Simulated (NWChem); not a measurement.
SiO cation, doublet; SMILES of the neutral closed-shell parent O=[Si]

```xyz
2

Si     0.0000     0.0000     0.5666
O      0.0000     0.0000    -0.9718
```
Atoms are numbered in this order, from 1.

Program: NWChem. Geometry optimised at B3LYP/6-31G*; all other runs use it. Pople sets run with spherical d functions. Spin-unrestricted. This spin state was assumed; another may lie lower. Vzz has the sign of the potential's second derivative. Excited states of an open shell can be spin-contaminated.

```tsv
quantity	level	value
solvation free energy (kcal/mol) in acetonitrile	PBE/def2-SVP, SMD	___
vertical, lowest state with f > 0.02 (eV)	PBE/def2-SVPD, TDA	3.80
Vzz O2 (a.u.)	PBE0/6-31G*	1.596
A(iso) 29Si atom 1 (MHz)	PBE/IGLO-III	-679
highest harmonic frequency (cm⁻¹)	B3LYP/6-31G*	___
```

Problem. Some entries are withheld; supply them.

Solution. 
- solvation free energy (kcal/mol) in acetonitrile, value: -68.4
- highest harmonic frequency (cm⁻¹), value: 1128
